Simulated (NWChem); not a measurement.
# Correlation energy of hydrazine (H4N2)

```xyz
6

N      0.1745    -0.6794     0.0738
N     -0.1745     0.6794     0.0738
H     -0.6458    -1.2306     0.3138
H      0.5122    -1.0120    -0.8307
H      0.6458     1.2306     0.3138
H     -0.5122     1.0120    -0.8307
```
Charge 0, spin multiplicity 1.

The numbers come from NWChem runs, not from measurements. The geometry was optimised at PBE0/def2-SVP, a minimum by its harmonic frequencies. It is one conformer; others weren't searched.

Basis set: def2-TZVP. Each correlation energy counts from its own Hartree-Fock reference.

```csv
method,correlation energy (mHa),difference from CCSD(T)
MP2,-426.3,+34.8
SCS-MP2,-423.9,+37.2
CR-CCSD[T],-458.5,+2.5
CR-CCSD(T),-458.2,+2.9
CCSD,-445.9,+15.2
CCSD+T(CCSD),-461.5,-0.4
CCSD(T),-461.1,0.0
```

The values span 37.6 mHa, from CCSD+T(CCSD) (lowest) to SCS-MP2 (highest). 

The correlated methods keep 2 core orbitals frozen. Differences from the coupled-cluster row are differences between methods, not errors against experiment.
